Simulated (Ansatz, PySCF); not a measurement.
System: disilane, Si2H6, net charge 0, singlet state. SMILES: [SiH3][SiH3]
Structure (B3LYP-D3(BJ)/def2-TZVP (Ansatz, an electronic-structure program) minimum search):
```
Si
H 1 1.4832
H 1 1.4832 2 108.63
H 1 1.4832 2 108.63 3 118.00
Si 1 2.3443 2 110.30 4 121.00
H 5 1.4832 1 110.30 2 180.00
H 5 1.4832 6 108.63 1 -121.00
H 5 1.4832 6 108.63 7 -118.00
```

Quantity: atomisation energy (electronic, to ground-state atoms), in kcal/mol. Valence correlation only, unless marked. Open shells are spin-unrestricted. Spin-orbit coupling is left out. Non-relativistic. FCI takes restricted orbitals. The coupled-cluster limit lacks core correlation, which all-electron functionals hold. Basis-set limits of correlation are two-point, X^-3; Hartree-Fock from the larger set. The bracket is a focal-point correction in the basis named.

```csv
level,program,atomisation energy (kcal/mol)
HF-D3(BJ)/def2-TZVPD,PySCF + dftd3,[?]
TPSS-D3(BJ)/def2-TZVPD,PySCF + dftd3,552.8
TPSSh/def2-TZVPD,PySCF,548.8
HSE06-D3(BJ)/def2-TZVPD,Ansatz + dftd3,525.4
RPA@PBE/cc-pV(T+d)Z,Ansatz,[?]
RPA@PBE/cc-pV(Q+d)Z,Ansatz,515.2
CCSD/6-31G,Ansatz,423.1
CCSD/aug-cc-pV(D+d)Z,Ansatz,[?]
FCI/STO-3G,Ansatz,665.2
"RI-MP2/CBS(def2-TZVPPD,def2-QZVPPD)+[CCSD(T)-MP2]/def2-TZVPPD",Ansatz,536.6
```

**Question.** Fill in the missing entries.

**Answer.** 
- HF-D3(BJ)/def2-TZVPD, atomisation energy (kcal/mol): 443.5
- RPA@PBE/cc-pV(T+d)Z, atomisation energy (kcal/mol): 508.4
- CCSD/aug-cc-pV(D+d)Z, atomisation energy (kcal/mol): 500.2
